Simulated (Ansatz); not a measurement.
Task: Name a neutral molecule of C, F and H with HOMO energy (ωB97M-V/def2-TZVPP) between -11.65 and -11.35 eV and size of the dipole moment (PBE/def2-TZVPP) between 1.50 and 1.80 D (Ansatz, PBE0-D4/def2-TZVP geometry).

Result: `CC(C)(C)F` (-11.50 eV, 1.78 D). Other molecules can fit too; these were computed, each in one conformer that needn't be the lowest.
